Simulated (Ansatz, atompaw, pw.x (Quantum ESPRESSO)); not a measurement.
## pw.x on bcc Be: one setting changed

Potential: PAW, atompaw 4.2.0.5, LDA (PW92); core [He], reference 2s2 2p0; waves: 2s (bound): rc 3.00 bohr; 2s channel at 0.05 Ry: rc 3.00 bohr; 2p (bound, empty): rc 3.00 bohr; 2p channel at 0.65 Ry: rc 3.00 bohr; 3d channel at 0.4 Ry: rc 3.00 bohr; 3d channel at 2.65 Ry: rc 3.00 bohr; local part: troulliermartins scheme with l = 3 at 0 Ry, radius 2.80 bohr; core correction: smooth core density matched at 2.80 bohr; augmentation: sinc compensation charge, radius 2.80 bohr; PAW radius 3.00 bohr; waves and projectors: custom polynom vanderbiltortho.

The reference run (k-mesh 18³, cutoffs 40/400 Ry, Fermi–Dirac 0.01 Ry, mixing_beta 0.4, conv_thr 1e-9, no spin) gives 0.94 GPa at 7.463 Å³/atom, where all-electron LAPW gives -0.13 GPa. This run, with its own iteration cap, changes smearing to fermi, a wrong or extreme entry chosen on purpose.

```
&control
  calculation='scf', prefix='x', pseudo_dir='./', outdir='./tmp', tstress=.true., disk_io='none'
/
&system
  ibrav=0, nat=1, ntyp=1, ecutwfc=40, ecutrho=400, nbnd=8,
  occupations='smearing', smearing='fermi', degauss=0.01
/
&electrons
  conv_thr=1e-09, mixing_beta=0.4, electron_maxstep=70
/
ATOMIC_SPECIES
Be 1.0 Be.UPF
CELL_PARAMETERS angstrom
  -1.23107492 1.23107492 1.23107492
  1.23107492 -1.23107492 1.23107492
  1.23107492 1.23107492 -1.23107492
ATOMIC_POSITIONS crystal
Be 0.0000 0.0000 0.0000
K_POINTS automatic
18 18 18 0 0 0
```

```bash
pw.x < Be.scf.in > Be.scf.out
```

Task: How does the run end?

Result: It stops with "set_occupations: smearing fermi unknown".

```
Error in routine  set_occupations (1):
      smearing fermi unknown
```

The run took about 0.5 s on one core of a shared host (Intel(R) Xeon(R) 6975P-C, 96 threads, 744 GiB, load 36).
